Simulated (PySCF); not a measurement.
Energies from PySCF, thermal terms from the rigid-rotor harmonic-oscillator model, ideal gas at 1 bar. The comparison is the NASA 1993 polynomial table, which mixes measured and estimated data. All species are closed-shell singlets. The harmonic model lacks anharmonicity and excited electronic states, which grow with temperature; levels with a mode under 35 cm⁻¹ are left out. Internal rotation in C₄H₆ (butadiene) is treated as a harmonic vibration of one conformer, which makes the entropy rough.

Harmonic frequencies at PBE0/def2-TZVP (cm⁻¹): 174, 292, 516, 540, 787, 906, 945, 945, 997, 1004, 1058, 1232, 1314, 1314, 1414, 1470, 1668, 1726, 3148, 3155, 3159, 3162, 3248, 3248. Point group C2h; S°(298 K) = 276.6 J/mol/K at this level.

Problem. Work out Cp and S° of gaseous C₄H₆ (butadiene) at 500, 800, 1200, 1600, 2000 K from these, and set them beside the table.

Solution. 
| T (K) | Cp PBE0/def2-TZVP | Cp table | S° PBE0/def2-TZVP | S° table |
|---|---|---|---|---|
| 500 | 112.4 | 121.7 | 324.4 | 330.5 |
| 800 | 150.4 | 157.7 | 386.2 | 396.6 |
| 1200 | 180.3 | 183.0 | 453.4 | 465.9 |
| 1600 | 197.7 | 202.8 | 507.9 | 521.3 |
| 2000 | 208.2 | 223.4 | 553.2 | 568.7 |
Units J/mol/K.
